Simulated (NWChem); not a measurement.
# pyrazine (C4H4N2); SMILES c1cnccn1

```xyz
10

C      1.1298    -0.6984     0.0000
C      1.1298     0.6984     0.0000
N      0.0000     1.3992     0.0000
C     -1.1298     0.6984     0.0000
C     -1.1298    -0.6984     0.0000
N      0.0000    -1.3992     0.0000
H      2.0719    -1.2584     0.0000
H      2.0719     1.2584     0.0000
H     -2.0719     1.2584     0.0000
H     -2.0719    -1.2584     0.0000
```
Atoms are numbered in this order, from 1.

Program: NWChem. Pople sets run with spherical d functions. STO-3G and 3-21G are far too small for this property and stand as cheap habits. Coordinates come from a PBE0/def2-SVP optimisation. Vertical excitations in the gas phase; the lowest state need not have the same character in each row.

```
level                basis functions  lowest excitation, singlet (eV)  oscillator strength of that lowest state  lowest state with f > 0.02, singlet (eV)  orbital gap (eV)
-------------------  ---------------  -------------------------------  ----------------------------------------  ----------------------------------------  ----------------
B3LYP/3-21G, TDA                  62                             3.96                                     0.010                                      5.98              5.23
B3LYP/6-31G*, TDA                 92                                …                                     0.007                                      5.74                 …
B3LYP/6-31+G*, TDA               116                             4.04                                     0.008                                      5.62              5.33
B3LYP/def2-SVP, TDA              104                             4.02                                     0.007                                      5.74              5.33
```

**Question.** Some entries are withheld; supply them.

**Answer.** 
- B3LYP/6-31G*, TDA, lowest excitation, singlet (eV): 4.09
- B3LYP/6-31G*, TDA, orbital gap (eV): 5.41
